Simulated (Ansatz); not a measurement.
This script for Ansatz's Python interface starts 6 runs on ClSi. What input does the engine get in each?

Script `methods_clsi.py`:
```python
"""One geometry of ClSi, method by method."""

from pathlib import Path
import warnings

import ansatz as az
from ase import Atoms
import numpy as np

BASIS = "def2-SVP"


def main() -> None:
    warnings.simplefilter("ignore", az.DeckWarning)

    atoms = Atoms(["Si", "Cl"], positions=[
        (0.0, 0.0, 0.0),
        (0.0, 0.0, 2.085),
    ])
    mol = az.Crystal.molecule_from_ase(atoms)

    calc = mol.calculation()
    calc = calc.basis(gaussian=BASIS)
    calc = calc.spin("collinear", total=1)

    print("functional    E (Ha)        dipole (D)   HOMO (eV)  LUMO (eV)")
    for name in ["cam_b3lyp", "pbe", "r2scan0", "revpbe", "b3lyp", "pbe0"]:
        r = calc.functional(name).forces().orbitals().run(threads=1, runs_dir="runs").report
        lines = Path(r["orbitals_path"]).read_text().splitlines()
        field_of = lambda key: [line.split("=")[1].strip() for line in lines if line.startswith(key)]
        orbitals = [(27.211386 * float(e), s, float(n)) for e, s, n in zip(field_of("Ene="), field_of("Spin="), field_of("Occup="))]
        homo = max(e for e, _, n in orbitals if n > 0.5)
        lumo = min(e for e, _, n in orbitals if n < 0.5)
        dipole = 4.803205 * np.linalg.norm(r["charge_distribution"]["dipole_moment_e_ang"])
        print(f"{name:10s} {r['free_energy_ev'] / 27.211386246:14.6f} {dipole:9.3f} {homo:11.3f} {lumo:10.3f}")


if __name__ == "__main__":
    main()
```

Run 1:
```yaml
crystal:
  periodic: [false, false, false]
  atoms:
    - { symbol: Si, position_ang: [0.0, 0.0, 0.0] }
    - { symbol: Cl, position_ang: [0.0, 0.0, 2.085] }
basis:
  gaussian:
    orbitals: def2-SVP
hamiltonian:
  xc: cam_b3lyp
magnetization:
  spin_polarized: true
  initial_magnetization: 1.0
output:
  orbitals: {}
  forces: true
```

Run 2, against run 1:
```diff
-  xc: cam_b3lyp
+  xc: pbe
```

Run 3, against run 1:
```diff
-  xc: cam_b3lyp
+  xc: r2scan0
```

Run 4, against run 1:
```diff
-  xc: cam_b3lyp
+  xc: revpbe
```

Run 5, against run 1:
```diff
-  xc: cam_b3lyp
+  xc: b3lyp
```

Run 6, against run 1:
```diff
-  xc: cam_b3lyp
+  xc: pbe0
```

```console
$ python methods_clsi.py
functional    E (Ha)        dipole (D)   HOMO (eV)  LUMO (eV)
cam_b3lyp     -749.438600     0.934      -6.257     -1.744
pbe           -749.087647     0.608      -3.995     -3.799
r2scan0       -749.359071     0.928      -5.392     -2.964
revpbe        -749.281143     0.620      -4.005     -3.760
b3lyp         -749.456271     0.813      -4.775     -3.067
pbe0          -749.150036     0.863      -5.137     -3.009
```

Notes:
- These settings explore the input space; basis and method may be short of convergence.
- The geometry is a force-field or estimated start, not a minimum of this method, and the basis set is short of its limit. A lower total doesn't mark the better method: functionals have no common bound, and MP2 and coupled cluster aren't variational.
- The run takes the species as open-shell (spin multiplicity 2), which needn't be its ground state.
- b3lyp holds the VWN-RPA fit, as in Gaussian; the form of ORCA and Turbomole is b3lyp5.
- Levels such as HOMO and LUMO are orbital energies: with these approximate functionals they aren't the ionisation energy and electron affinity, and their gap isn't the fundamental gap.
- The spin state was assumed, and another may lie lower.
- It ran for 8.1 s on 1 thread of Arm Neoverse V1, with other jobs on the host, peak memory 0.19 GiB.
